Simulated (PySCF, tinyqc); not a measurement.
Inside a calculation. Method: CIS on RHF in the sto-6g basis, for HF, spin multiplicity 1. The lowest restricted solution is unstable here: a spin-polarised one lies 0.0016 hartree lower (PySCF). One step of it, computed by the program tinyqc.

Question. CIS matrix, singlets. A(ia,jb) = (e_a - e_i) d_ij d_ab + 2 (ia|jb) - (ij|ab).

orbital energies (hartree): MO1 -26.263151, MO2 -1.429266, MO3 -0.493234, MO4 -0.472063, MO5 -0.472063, MO6 0.353405

Two-electron integrals over orbitals (pq|rs), unique and non-zero (hartree):
```
(11|11) 5.382417    (21|11) -0.534509   (21|21) 0.085553    (22|11) 1.252564
(22|21) -0.024168   (22|22) 0.876546    (31|11) 0.102972    (31|21) -0.016006
(31|22) 0.006698    (31|31) 0.018155    (32|11) -0.121698   (32|21) 0.005417
(32|22) -0.045076   (32|31) 0.020595    (32|32) 0.135558    (33|11) 0.894461
(33|21) -0.008176   (33|22) 0.696289    (33|31) -0.002369   (33|32) -0.015529
(33|33) 0.679939    (41|41) 0.030353    (42|41) 0.040045    (42|42) 0.189646
(43|41) -0.006965   (43|42) -0.027665   (43|43) 0.035666    (44|11) 1.265987
(44|21) -0.014204   (44|22) 0.897527    (44|31) 0.002628    (44|32) -0.065389
(44|33) 0.682156    (44|44) 0.998085    (51|51) 0.030353    (52|51) 0.040045
(52|52) 0.189646    (53|51) -0.006965   (53|52) -0.027665   (53|53) 0.035666
(54|54) 0.053789    (55|11) 1.265987    (55|21) -0.014204   (55|22) 0.897527
(55|31) 0.002628    (55|32) -0.065389   (55|33) 0.682156    (55|44) 0.890506
(55|55) 0.998085    (61|11) 0.110906    (61|21) -0.018523   (61|22) 0.002959
(61|31) -0.012421   (61|32) -0.023285   (61|33) 0.005751    (61|44) 0.002856
(61|55) 0.002856    (61|61) 0.020668    (62|11) -0.159973   (62|21) 0.004503
(62|22) -0.086807   (62|31) -0.019997   (62|32) -0.076452   (62|33) -0.023480
(62|44) -0.085435   (62|55) -0.085435   (62|61) 0.018702    (62|62) 0.091024
(63|11) -0.419962   (63|21) 0.006534    (63|22) -0.236962   (63|31) 0.001570
(63|32) 0.079553    (63|33) -0.095461   (63|44) -0.245062   (63|55) -0.245062
(63|61) -0.004442   (63|62) 0.037022    (63|63) 0.230519    (64|41) -0.006986
(64|42) -0.028415   (64|43) -0.022221   (64|64) 0.028770    (65|51) -0.006986
(65|52) -0.028415   (65|53) -0.022221   (65|65) 0.028770    (66|11) 0.838392
(66|21) -0.008534   (66|22) 0.639233    (66|31) 0.010188    (66|32) 0.046796
(66|33) 0.649191    (66|44) 0.622476    (66|55) 0.622476    (66|61) -0.007255
(66|62) -0.054038   (66|63) -0.023240   (66|66) 0.677209
```

Give: CIS matrix A, singlet.

Answer.

CIS matrix A, singlet (hartree):
```
         1>6     2>6      3>6     4>6     5>6
1>6  25.8195  0.0459  -0.0191  0.0000  0.0000
2>6   0.0459  1.3255   0.0272  0.0000  0.0000
3>6  -0.0191  0.0272   0.6585  0.0000  0.0000
4>6   0.0000  0.0000   0.0000  0.2605  0.0000
5>6   0.0000  0.0000   0.0000  0.0000  0.2605
```
